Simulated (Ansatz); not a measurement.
## Graphite

The numbers are results of rVV10 in Ansatz (plane waves, PAW), not measurements.

Settings: plane-wave cutoff 500 eV, 18×18×6 k mesh (along the axes of the cell as run), Fermi–Dirac smearing 0.05 eV, scalar-relativistic PAW data made under PBE.

Cell: relaxed at this level.

- equilibrium volume per atom: 8.91 Å³/atom
- lattice constant a: 2.470 Å
- c axis length: 6.741 Å

Measured, for comparison: lattice constant a 2.461 Å (300 K, no zero-point or thermal correction, our sources range from 2.456 to 2.461; as tabulated in Wikipedia's data pages); lattice parameter c 6.67 Å (low temperature, zero-point motion not removed; as tabulated in Berland et al. (2010), arXiv:1007.3305). Computed (rounded) less measured: lattice constant a +0.4 % (+0.4 % to +0.6 % over the range), lattice parameter c +1.1 %.

Static lattice: no zero-point or thermal effects.

Ansatz is an electronic-structure program.
